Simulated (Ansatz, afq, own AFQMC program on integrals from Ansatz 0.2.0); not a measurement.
# BH (singlet): AFQMC on the coupled-cluster ladder, cc-pVTZ

An exercise on one series of results from a longer session: the logs are not shown, and one member is left open.

Program: Ansatz 0.2.0, Gaussian basis, and an in-house AFQMC program (afq) on its integrals; all values are calculated. Level of theory: cc-pVTZ, frozen cores. These are calculated values, not measurements.

The runs, in order: Full CI; PBE (unrestricted); r2SCAN (unrestricted); PBE0 (unrestricted); B3LYP (unrestricted); wB97M-V (unrestricted); B2PLYP (unrestricted); CCSD(T) on RHF; Full CI; CCSDT(Q) on RHF; CCSD(T) on RHF; CCSD(T) on RHF; Phaseless AFQMC, CISD trial on RHF; Phaseless AFQMC, single-determinant trial on RHF; Free-projection AFQMC, CISD trial on RHF; UHF; CCSD(T) on UHF; Full CI; Full CI (triplet); CCSDT(Q) on UHF; Phaseless AFQMC, CISD trial on UHF; Phaseless AFQMC, single-determinant trial on UHF.

1 further run of the same task is left out (it didn't finish). Runs told in other sessions of the task aren't counted.

## What is computed

The geometry is a PBE0/def2-TZVP stationary point (not a proven minimum).

2 atoms, charge 0, spin multiplicity 1.

Atoms are counted from 1 here; the program's logs count them from 0.

Bond lengths: B1–H2 1.241 Å.

As a file:

```mol
BH
  3D, bonds by distance, orders not assigned

  2  1  0  0  0  0  0  0  0  0999 V2000
    0.0000    0.0000    0.0000 B   0  0
    0.0000    0.0000    1.2410 H   0  0
  1  2  8  0
M  END
```

The first run:

in.yaml

```yaml
crystal:
  periodic: [false, false, false]
  atoms:
    - {symbol: B, position_ang: [0.000000, 0.000000, 0.000000]}
    - {symbol: H, position_ang: [0.000000, 0.000000, 1.241044]}
basis:
  gaussian: {orbitals: cc-pVTZ}
correlation: {method: fci, electrons: outside_noble_gas}
```

The run is started by

```console
$ ansatz run in.yaml --threads 1 --pin off --events-out ev --progress --plain --max-ram 24576MiB --backend cuda --devices 0, --max-vram 18GiB
```

Among the steps run: Full CI; PBE (unrestricted); r2SCAN (unrestricted); PBE0 (unrestricted); B3LYP (unrestricted); wB97M-V (unrestricted); B2PLYP (unrestricted); CCSD(T) on RHF; CCSDT(Q) on RHF; Phaseless AFQMC, CISD trial on RHF; Phaseless AFQMC, single-determinant trial on RHF; Free-projection AFQMC, CISD trial on RHF; UHF; CCSD(T) on UHF; Full CI (triplet); CCSDT(Q) on UHF; Phaseless AFQMC, CISD trial on UHF; Phaseless AFQMC, single-determinant trial on UHF.

One table of the session follows, with a row left open; its other results are not shown here.

It belongs to the step «AFQMC on the ladder». On the RHF determinant, counted from full CI (exact for this spin and basis):

| level | from full CI (meV) |
| --- | --- |
| HF | +2756.1 |
| MP2 | ? |
| CCSD | +69.7 |
| CCSD(T) | +14.2 |
| CCSDT(Q) | +0.5 |
| full CI | 0.0 |
| Phaseless AFQMC, CISD trial, step 0.005, 4000 walkers | +7.4 |
| Phaseless AFQMC, single-determinant trial, step 0.005, 4000 walkers | -10.0 |
| Free-projection AFQMC, CISD trial, step 0.03, 4000 walkers | -0.2 |

Q: Estimate the row for MP2 from the others.

**Answer.** from full CI (meV): +754.9. In the column «from full CI (meV)» it lies between CCSD (+69.7) and HF (+2756.1).
